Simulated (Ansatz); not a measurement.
Two isomers of C5H12: A = `CC(C)(C)C`, B = `CCCCC`.

Isolated molecules relaxed with PBE0-D4/def2-TZVP in Ansatz; ΔE leaves out vibrations. CCSD(T)/CBS adds triple-zeta CCSD(T) − MP2 to the extrapolated MP2 energy (def2 sets, frozen cores). Functionals use def2-TZVPP. B3LYP here is the variant with VWN-RPA as its local correlation; programs differ in this. Each species was taken in one conformer, which may not be the lowest.

A:

Z-matrix (Å, degrees):
```
C
C 1 1.526
H 1 1.094 2 111.0
H 1 1.094 2 111.1 3 120.0
H 1 1.094 2 111.0 3 -120.0
C 2 1.526 1 109.5 3 -179.9
C 2 1.526 1 109.5 3 60.1
C 2 1.526 1 109.5 3 -59.9
H 6 1.094 2 111.0 1 60.1
H 6 1.094 2 111.0 1 -179.9
H 6 1.094 2 111.0 1 -59.9
H 7 1.094 2 111.1 1 -180.0
H 7 1.094 2 111.0 1 60.0
H 7 1.094 2 111.1 1 -59.9
H 8 1.094 2 111.0 1 -180.0
H 8 1.094 2 111.0 1 60.0
H 8 1.094 2 111.0 1 -60.0
```

B:

```xyz
17

C    -0.460    2.008    1.265
C    -0.524    0.580    0.752
C     0.103    0.423   -0.626
C    -0.001   -0.980   -1.211
C     0.774   -2.034   -0.436
H    -0.917    2.103    2.252
H    -0.980    2.693    0.590
H     0.576    2.351    1.345
H    -0.026   -0.084    1.466
H    -1.569    0.250    0.708
H    -0.376    1.132   -1.311
H     1.159    0.717   -0.576
H     0.361   -0.958   -2.244
H    -1.057   -1.269   -1.266
H     0.389   -2.159    0.578
H     1.831   -1.763   -0.357
H     0.718   -3.008   -0.928
```

Which is lower in electronic energy at CCSD(T)/CBS, and by how much? (Estimate.)

Ansatz gave: A, by 4.4 kcal/mol.

Give E(B) − E(A) in kcal/mol with B3LYP-D4, HF/def2-TZVPP, MP2/def2-TZVPP, CCSD(T)/def2-TZVPP, LDA (SPW92), r2SCAN-D4, B2PLYP. (Estimate.)

The calculation gave: B3LYP-D4 3.2, HF/def2-TZVPP 1.4, MP2/def2-TZVPP 5.6, CCSD(T)/def2-TZVPP 4.6, LDA (SPW92) 4.5, r2SCAN-D4 4.1, B2PLYP 3.2. None reverses the order clearly.

Largest T1 diagnostic: 0.008.

Leaving LDA and LC-ωPBE aside and taking each functional with its dispersion term where it has one, the values, not all of them listed here, spread over 1.1 kcal/mol, from HSE06-D4 to B97M-V. LDA lies +2.3 kcal/mol from PBE without D4. In def2-TZVPP, CCSD(T) changes the Hartree–Fock value by +3.3 kcal/mol (the triples alone add +0.6 kcal/mol) and MP2 by +4.3 kcal/mol.
